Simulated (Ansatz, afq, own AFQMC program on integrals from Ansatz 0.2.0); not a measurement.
Two steps: Ansatz 0.2.0 writes the Fock matrix and Cholesky factors of the valence space, and afq projects on them the lowest state that overlaps trial and start.

```yaml
crystal:
  periodic: [false, false, false]
  atoms:
    - {symbol: B, position_ang: [-2.126461, 0.000000, 0.000000]}
    - {symbol: H, position_ang: [-2.723194, 1.033572, 0.000000]}
    - {symbol: H, position_ang: [-2.723195, -1.033571, 0.000001]}
    - {symbol: H, position_ang: [-0.766461, 0.000000, 0.000000]}
    - {symbol: Si, position_ang: [0.896539, 0.000000, 0.000000]}
    - {symbol: H, position_ang: [1.346511, -1.416253, 0.000000]}
    - {symbol: H, position_ang: [1.346513, 0.708126, -1.226512]}
    - {symbol: H, position_ang: [1.346513, 0.708127, 1.226511]}
basis:
  gaussian: {orbitals: cc-pVDZ}
magnetization: {spin_polarized: true, initial_magnetization: 1}
correlation: {method: ccsd_t, electrons: outside_noble_gas, hamiltonian_folder: ham}
```

```sh
$ ansatz run in.yaml --threads 1 --pin off --events-out ev --progress --plain --max-ram 16896MiB --backend cuda --devices 0, --max-vram 18GiB
```

Options of the walk:

```
--method phaseless --trial cisd --walkers 4000 --populations 20 --least-time 60 --time-step 0.005 --steps-per-block 50 --equilibration-blocks 28 --max-blocks 4000 --target-error 0.00021 --factor-cut 1e-05 --start spin_pure --seed 7137 --release-times 0.24,0.51,0.99,1.62,2.4 --release-step 0.03 --release-every 3 --taylor-order 6
```

Times are imaginary, in 1/Eh. The walk had a cap of 198 s. With eight or more populations the least sampling time is a fifth of least-time, and the error comes from their spread.

```
orbitals 56  electrons 7 6  factors 432 of 570
reference energy -316.95994784 Eh
CCSD correlation -0.25041661 Eh in 12 cycles, weight of the determinant in the CISD state 0.8725
energy of the start -317.209713 Eh
 block  time / (1/Eh)  mean weight  energy / Eh
     1     0.250  1.0001  -317.205216
     2     0.500  0.9998  -317.206469
     3     0.750  1.0003  -317.208738
     4     1.000  1.0002  -317.210643
     5     1.250  0.9999  -317.212111
    12     3.000  0.9999  -317.215688
    19     4.750  1.0000  -317.216641
    23     5.750  1.0001  -317.217830
    26     6.500  0.9999  -317.216253
    33     8.250  1.0002  -317.216728
    40    10.000  1.0000  -317.217044
    47    11.750  0.9998  -317.216513
    54    13.500  1.0001  -317.216984
    61    15.250  1.0002  -317.216083
    68    17.000  0.9996  -317.216569
    74    18.500  0.9998  -317.216079
    75    18.750  1.0000  -317.216606
    78    19.500  1.0002  -317.217075
error from the spread of 20 populations
released: time / (1/Eh)  energy / Eh  error  mean overlap
  0.24  -317.216692  0.000084  1.0015
  0.51  -317.216670  0.000070  1.0033
  0.99  -317.216780  0.000070  1.0024
  1.62  -317.216916  0.000084  0.9985
  2.40  -317.216951  0.000157  0.9931
energy -317.216628 +/- 0.000100 Eh
(rows thinned)
```

Question: Estimate how long the walk took on 1 × NVIDIA H100 80GB HBM3 with 2 threads of AMD EPYC 7R13 Processor (Zen 3), with other jobs on the host (the card was shared).

Answer: 2.1 min of wall time.

The run passed its tests (sampling time, drift between the halves within three errors, error under three times the target), which doesn't prove that it has relaxed. The second half of the sampling lies above the first by 1.9 errors of their difference, so the energy may still be moving and its error bar be too small.

Against this walk (error 2.7 meV) on the same determinant: CCSD(T) 31.0 meV higher, CCSDT(Q) 5.8 meV lower. The error is statistical and leaves out the bias of the constraint. Released to 2.40 1/Eh the energy moves by -9 ± 5 meV (both errors), within twice the noise.

Cautions: constraint bias not in the error.

CCSDT and higher add their correlation energy to the determinant of the CCSD(T) run, since their own runs factorise the integrals more tightly (a shift of under 2 meV). A walk keeps the symmetry of its determinant, which the program's search chose and which needn't be the lowest solution, so a lower state of the same spin and another symmetry isn't excluded.
